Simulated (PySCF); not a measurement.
**Atomic charges against the basis set**

Compound: C3H5FS.
SMILES with atom numbers: `[F:1][C@H:2]1[CH2:3][CH2:4][S:5]1` (hydrogens: H6 on C2; H7, H8 on C3; H9, H10 on C4)

Structure used (PBE0-D3(BJ)/def2-SVP), in Å, numbered top down from 1:
```
atom  x, y, z in Å
F1     1.7996   -0.1598    1.3510
C2     1.1041   -0.2238    0.1860
C3    -0.3904   -0.4726    0.3579
C4    -0.8571    0.6099   -0.6217
S5     0.8074    1.3872   -0.6418
H6     1.6304   -0.9316   -0.4759
H7    -0.7366   -1.4984    0.1579
H8    -0.6502   -0.2069    1.3928
H9    -1.1246    0.2225   -1.6155
H10   -1.6594    1.2723   -0.2676
```

PBE0 throughout (PySCF), one geometry, spherical d and f functions. The structure is a single PBE0-D3(BJ)/def2-SVP conformer in the gas phase; no vibrational or solvent corrections. The first 7 of 10 kinds of atom are listed.

Mulliken charges (e):

| basis | functions | F1 | C2 | C3 | C4 | S5 | H6 | H7 |
| --- | --- | --- | --- | --- | --- | --- | --- | --- |
| STO-3G | 34 | -0.102 | -0.033 | -0.162 | -0.223 | +0.110 | +0.074 | +0.082 |
| 6-31G | 59 | -0.313 | -0.118 | -0.320 | -0.613 | +0.317 | +0.202 | +0.194 |
| pcSseg-0 | 59 | -0.347 | -0.169 | -0.450 | -0.786 | +0.311 | +0.285 | +0.268 |
| 6-31G* | 84 | -0.317 | +0.066 | -0.375 | -0.504 | +0.112 | +0.185 | +0.193 |
| def2-SVP | 99 | -0.235 | +0.159 | -0.081 | -0.125 | -0.103 | +0.070 | +0.063 |
| cc-pVDZ | 99 | -0.208 | +0.117 | -0.048 | -0.146 | -0.050 | +0.056 | +0.051 |
| pcSseg-1 | 117 | -0.299 | +0.097 | -0.210 | -0.326 | -0.009 | +0.133 | +0.142 |
| aug-cc-pVDZ | 164 | -0.503 | +0.577 | +0.615 | +0.308 | +0.222 | -0.279 | -0.262 |
| 6-311+G(2d,p) | 173 | -0.247 | +0.417 | -0.694 | +0.048 | -0.241 | +0.134 | +0.129 |
| def2-TZVP | 191 | -0.198 | +0.105 | -0.184 | -0.215 | -0.099 | +0.095 | +0.119 |
| cc-pVTZ | 224 | -0.197 | +0.189 | -0.208 | -0.158 | -0.132 | +0.076 | +0.101 |
| IGLO-III | 234 | -0.262 | -0.047 | -0.086 | -0.416 | +0.171 | +0.106 | +0.116 |

IAO charges (e):

```json
{"basis": "STO-3G", "functions": "34", "F1": "-0.125", "C2": "-0.061", "C3": "-0.286", "C4": "-0.346", "S5": "+0.166", "H6": "+0.114", "H7": "+0.136"}
{"basis": "6-31G", "functions": "59", "F1": "-0.276", "C2": "+0.076", "C3": "-0.294", "C4": "-0.340", "S5": "+0.027", "H6": "+0.156", "H7": "+0.153"}
{"basis": "pcSseg-0", "functions": "59", "F1": "-0.260", "C2": "+0.063", "C3": "-0.302", "C4": "-0.352", "S5": "+0.031", "H6": "+0.158", "H7": "+0.156"}
{"basis": "6-31G*", "functions": "84", "F1": "-0.289", "C2": "+0.114", "C3": "-0.282", "C4": "-0.326", "S5": "+0.036", "H6": "+0.140", "H7": "+0.143"}
{"basis": "def2-SVP", "functions": "99", "F1": "-0.293", "C2": "+0.117", "C3": "-0.277", "C4": "-0.318", "S5": "+0.043", "H6": "+0.137", "H7": "+0.140"}
{"basis": "cc-pVDZ", "functions": "99", "F1": "-0.292", "C2": "+0.117", "C3": "-0.283", "C4": "-0.322", "S5": "+0.036", "H6": "+0.140", "H7": "+0.142"}
{"basis": "pcSseg-1", "functions": "117", "F1": "-0.300", "C2": "+0.114", "C3": "-0.281", "C4": "-0.325", "S5": "+0.042", "H6": "+0.143", "H7": "+0.143"}
{"basis": "aug-cc-pVDZ", "functions": "164", "F1": "-0.309", "C2": "+0.119", "C3": "-0.286", "C4": "-0.324", "S5": "+0.033", "H6": "+0.147", "H7": "+0.146"}
{"basis": "6-311+G(2d,p)", "functions": "173", "F1": "-0.310", "C2": "+0.114", "C3": "-0.287", "C4": "-0.330", "S5": "+0.044", "H6": "+0.147", "H7": "+0.147"}
{"basis": "def2-TZVP", "functions": "191", "F1": "-0.309", "C2": "+0.117", "C3": "-0.287", "C4": "-0.333", "S5": "+0.049", "H6": "+0.145", "H7": "+0.146"}
{"basis": "cc-pVTZ", "functions": "224", "F1": "-0.306", "C2": "+0.118", "C3": "-0.288", "C4": "-0.331", "S5": "+0.042", "H6": "+0.145", "H7": "+0.146"}
{"basis": "IGLO-III", "functions": "234", "F1": "-0.311", "C2": "+0.113", "C3": "-0.288", "C4": "-0.334", "S5": "+0.053", "H6": "+0.146", "H7": "+0.146"}
```

**Question.** Which scheme is steadiest as the basis changes?

**Answer.** Largest range over the bases for any column: IAO 0.19 e, Mulliken 1.31 e. IAO charges move least and Mulliken charges most, counted in e. Without the minimal STO-3G basis the ranges are IAO 0.06, Mulliken 1.31 e.

**Question.** How much do the charges still move between the two largest bases, cc-pVTZ and IGLO-III?

**Answer.** At most, over all atoms: Mulliken 0.302 e, IAO 0.011 e.

**Question.** What do the same runs give for the total energy, the frontier levels and the dipole moment?

**Answer.** 
```
        basis  energy (Eh)  HOMO (eV)  LUMO (eV)  μ (D)
       STO-3G    -607.7500      -3.37       5.21   1.26
        6-31G    -614.8567      -6.80       0.29   2.97
     pcSseg-0    -613.9823      -7.02       0.25   2.98
       6-31G*    -614.9370      -6.66       0.17   2.56
     def2-SVP    -614.6733      -6.71       0.33   2.48
      cc-pVDZ    -614.9744      -6.68       0.22   2.44
     pcSseg-1    -614.9200      -6.85      -0.06   2.63
  aug-cc-pVDZ    -614.9962      -6.84      -0.42   2.62
6-311+G(2d,p)    -615.0413      -6.84      -0.43   2.62
    def2-TZVP    -615.0630      -6.80      -0.18   2.54
      cc-pVTZ    -615.0590      -6.79      -0.10   2.51
     IGLO-III    -615.0656      -6.77      -0.24   2.47
```

The dipole is fixed by the density alone, so its range of 1.72 D shows that the density itself changes with the basis, not only its division among atoms.
